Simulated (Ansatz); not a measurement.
# SiH3S radical: a ladder of functionals and wavefunction methods

An exercise on one series of results from a longer session: the logs are not shown, and one member is left open.

Computed with Ansatz 0.2.0, Gaussian basis. Level: functionals in def2-TZVPP, the program's frozen cores in correlated methods.

The runs, in order: LDA (SPW92), PBE-D4, revPBE-D4, BLYP-D4, r2SCAN-D4, B97M-V, PBE0-D4, B3LYP-D4, r2SCANh-D4, r2SCAN0-D4, HSE06-D4, BHLYP-D4, CAM-B3LYP-D4, LC-ωPBE, ωB97X-V, ωB97M-V, B2PLYP, PBE-QIDH; CCSD(T)/def2-SVP; CCSD(T)/def2-TZVPP; MP2/def2-QZVPP; extrapolation to the limit; RPA on PBE.

1 further run of the same task is left out (it didn't finish).

### The geometry

The geometry comes from an earlier relaxation with PBE0-D4 in a triple-zeta def2 set; it is a stationary point.

SMILES `[SiH2]S`, 5 atoms, charge 0, spin multiplicity 2.

Atoms are counted from 1 here; the program's logs count them from 0.

Bond lengths: Si1–S2 2.132 Å, Si1–H3 1.492 Å, Si1–H4 1.488 Å, S2–H5 1.344 Å. Angles: S2–Si1–H3 111.4°, S2–Si1–H4 105.0°, H3–Si1–H4 110.5°, Si1–S2–H5 94.7°.

Coordinates:

```xyz
5
charge 0, multiplicity 2
Si   -0.0963   -0.6940   -0.3093
S     0.2731    1.4060   -0.2945
H    -0.0945   -1.2568    1.0730
H    -1.4403   -0.8432   -0.9299
H     1.4078    1.3143    0.4193
```

Set-up of the first run:

in.yaml

```yaml
crystal:
  periodic: [false, false, false]
  atoms:
    - {symbol: Si, position_ang: [-0.096299, -0.693961, -0.309311]}
    - {symbol: S, position_ang: [0.273092, 1.405999, -0.294519]}
    - {symbol: H, position_ang: [-0.094544, -1.256777, 1.072950]}
    - {symbol: H, position_ang: [-1.440253, -0.843192, -0.929923]}
    - {symbol: H, position_ang: [1.407804, 1.314331, 0.419303]}
basis:
  gaussian: {orbitals: def2-TZVPP}
magnetization: {spin_polarized: true, initial_magnetization: 1}
hamiltonian: {xc: lda}
output: {orbitals: {seedname: orbitals}}
```

Steps of the session up to this table: LDA; PBE-D4 (GGA); revPBE-D4 (GGA); BLYP-D4 (GGA); r2SCAN-D4 (meta-GGA); B97M-V (meta-GGA); PBE0-D4 (hybrid); B3LYP-D4 (hybrid); r2SCANh-D4 (hybrid); r2SCAN0-D4 (hybrid); HSE06-D4 (hybrid); BHLYP-D4 (hybrid); CAM-B3LYP-D4 (range-separated); LC-ωPBE-D4 (range-separated; the results give it without D4); ωB97X-V (range-separated); ωB97M-V (range-separated); B2PLYP (double hybrid); PBE-QIDH (double hybrid).

One of the session's tables, all rows but one given; the rest of the session is left out.

It belongs to the step «Orbital energies across the functionals». 

```
  functional  HOMO (eV)  LUMO (eV)  gap (eV)
 LDA (SPW92)      -4.88      -3.83      1.05
      PBE-D4      -4.92      -3.44      1.49
   revPBE-D4      -4.91      -3.31      1.60
     BLYP-D4      -4.71      -3.45      1.26
   r2SCAN-D4      -5.26      -2.99      2.27
      B97M-V      -5.03      -3.57      1.46
     PBE0-D4      -6.04      -2.55      3.49
    B3LYP-D4      -5.76      -2.93      2.82
  r2SCANh-D4      -5.67      -2.69      2.98
  r2SCAN0-D4      -6.28      -2.25      4.02
    HSE06-D4      -5.64      -2.93      2.71
    BHLYP-D4      -6.96      -1.77      5.19
CAM-B3LYP-D4      -7.23      -1.67      5.56
     LC-ωPBE      -8.66      -0.29      8.37
     ωB97X-V      -8.16      -0.81      7.35
     ωB97M-V          ?          ?         ?
```

**Question.** Estimate the row for ωB97M-V.

The run gave: HOMO (eV): -7.79; LUMO (eV): -0.94; gap (eV): 6.85. In the column «HOMO (eV)» it lies between ωB97X-V (-8.16) and CAM-B3LYP-D4 (-7.23).
